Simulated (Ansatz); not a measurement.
| atom | x (Å) | y (Å) | z (Å) |
| --- | --- | --- | --- |
| C | -0.0825 | -0.0496 | -0.4961 |
| C | -0.0636 | -0.0352 | 0.8395 |
| H | -0.0738 | -0.9706 | -0.9814 |
| H | -0.0045 | 0.9531 | -1.0383 |

RHF on singlet C2H2 was run in several spherical basis sets with Ansatz (development build ahead of 0.2.0).

(1) Rank the basis sets by the total energy that they give, lowest first, with the distance from the lowest.
A. 6-31G
B. cc-pVDZ
C. STO-3G
D. def2-SVP

Results:

(1) B (0.00 eV), A (1.04 eV), D (1.87 eV), C (26.83 eV).

Totals follow the description of the cores as much as that of the bonds, so this order isn't one of quality for chemistry.
